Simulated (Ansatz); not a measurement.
Program: Ansatz. Geometries: PBE0-D4/def2-TZVP. ΔE: electronic, gas phase. CBS: MP2 limit from def2 TZ/QZ plus the TZ coupled-cluster correction, frozen cores. This one scheme is used for every species, atoms too. DFT in def2-TZVPP. B3LYP here is the variant with VWN-RPA as its local correlation; programs differ in this. HSE06 is defined as in plane-wave codes. No spin–orbit coupling; open shells (•) take unrestricted orbitals. Spin–orbit coupling would lower the free atoms: a little for C.

Consider the atomization: `C#CC(C)(C)C` → 6 C• + 10 H•.

| level | ΔE (kJ/mol) | difference from CCSD(T)/CBS |
| --- | --- | --- |
| LDA (SPW92) | 7553.6 | 906.2 |
| PBE-D4 | 6795.5 | 148.1 |
| BLYP-D4 | 6630.1 | -17.3 |
| B3LYP-D4 | 6654.5 | 7.1 |
| r2SCANh-D4 | 6634.3 | -13.1 |
| BHLYP-D4 | 6490.8 | -156.6 |
| ωB97M-V | 6666.1 | 18.7 |
| revPBE | 6540.2 | -107.2 |
| BLYP | 6556.8 | -90.6 |
| B3LYP | 6602.0 | -45.4 |
| HSE06 | 6681.9 | 34.5 |
| BHLYP | 6454.3 | -193.1 |
| MP2/def2-SVP | 6482.3 | -165.1 |
| CCSD(T)/def2-SVP | 6416.2 | -231.2 |
| HF/def2-TZVPP | 5001.0 | -1646.4 |
| CCSD/CBS(def2) | 6556.0 | -91.4 |
| CCSD(T)/CBS | 6647.4 | 0 |

Largest T1 diagnostic among the species: 0.010.

Leaving LDA and LC-ωPBE aside and taking each functional with its dispersion term where it has one, the values spread over 304.8 kJ/mol, from BHLYP-D4 to PBE-D4. LDA lies +791.3 kJ/mol from PBE without D4, its usual overbinding. From PBE to PBE0 (25 % exact exchange), in def2-TZVPP and without D4, ΔE moves by −86.5 kJ/mol: exact exchange takes away binding that semilocal exchange gives to molecules.

For atomizations the MP2-based limit and the directly extrapolated one differ by several kJ/mol either way, and by 10 to 25 for some Ge, Se and Sn compounds, so smaller differences from it don't rank the levels.
